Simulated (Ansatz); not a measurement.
Input for Ansatz (development build ahead of 0.2.0):

```yaml
crystal:
  periodic: [false, false, false]
  atoms:
    - { symbol: B, position_ang: [0.0, 0.0, 0.57238] }
    - { symbol: O, position_ang: [0.0, 0.0, -0.57238] }
basis:
  gaussian: { orbitals: STO-3G }
magnetization:
  initial_magnetization: 1
hamiltonian:
  xc: hf
correlation:
  method: ccsd_t
  frozen_orbitals: { B: 1, O: 1 }
```

The input is written out in the form of the current development build from the run's settings. Correlation on restricted open-shell orbitals is semicanonical, with singles.

Results

```json
{"Converged": "yes", "Reference energy": "-98.16198 hartree", "CCSD correlation energy": "-0.11636 hartree", "Triples correction": "-0.00603 hartree", "Total energy": "-98.28438 hartree", "Spin squared of the determinant": "0.750"}
```
